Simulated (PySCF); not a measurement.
Stick spectrum of a doublet radical in fast tumbling, microwave frequency 34.009 GHz, simulated to first order from computed parameters.

```
field (mT)  relative intensity
   1191.76                   1
   1205.90                   3
   1220.04                   3
   1234.17                   1
```

Question: Find the g value from the centre of the pattern.

Answer: The pattern is symmetric about 1212.97 mT, so g = hν/(μB·B0) = 34009/(13.99624 × 1212.97) = 2.0032, a shift of +0.9 × 10⁻³ from the free-electron value.

Question: Take the pattern apart into splittings.

Answer: The first two lines at either end are about 14.14 mT apart, which is the smallest coupling, and their intensity ratio 1:3 counts the nuclei that share it. In full: a 1:3:3:1 quartet of 14.14 mT (396 MHz), from 3 nuclei of spin 1/2. Check: Σ 2nI·a is the distance from the first to the last line, 42.41 mT.

Question: The radical has the formula CF3. Propose a structure, and say which nuclei carry the couplings.

Answer: The pattern alone needn't single out one isomer; the structure behind this simulation is `F[C](F)F` (trifluoromethyl radical), numbered [F:1][C:2]([F:3])[F:4]. 14.14 mT: 19F at F1/F3/F4 (1 bond from C2; computed sign +). The largest Mulliken spin population is on C2 (+0.89). The angles at C2 add up to 334.4°, so it is pyramidal.

Computed with UKS B3LYP, IGLO-III on C F, non-relativistic, mean-field spin-orbit, GIAO (PySCF 2.14.0). Isolated species at its PBE0-D3(BJ)/def2-SVP geometry, gas phase. No stability test was run, so a lower SCF solution isn't excluded.

Means are taken over nuclei equivalent by connectivity, which assumes that they swap fast.

First-order positions only. To second order lines move to lower field by a²/(2B0)·[J(J+1) − M²], with J the total spin of the equivalent nuclei and M its projection: up to 0.29 mT for the 14.14 mT coupling at this field, and inner lines split by J.

For comparison, experiment gives in magnitude: 13C C2 761.5 MHz (computed 727.6); 19F F1/F3/F4 399.3 MHz (computed 396.4) (solution or matrix (EPR); Pople, Beveridge, Approximate Molecular Orbital Theory, McGraw-Hill 1970 (compilation of measured values)).

Rare isotopes and splittings under 0.04 mT were left out of the simulation.
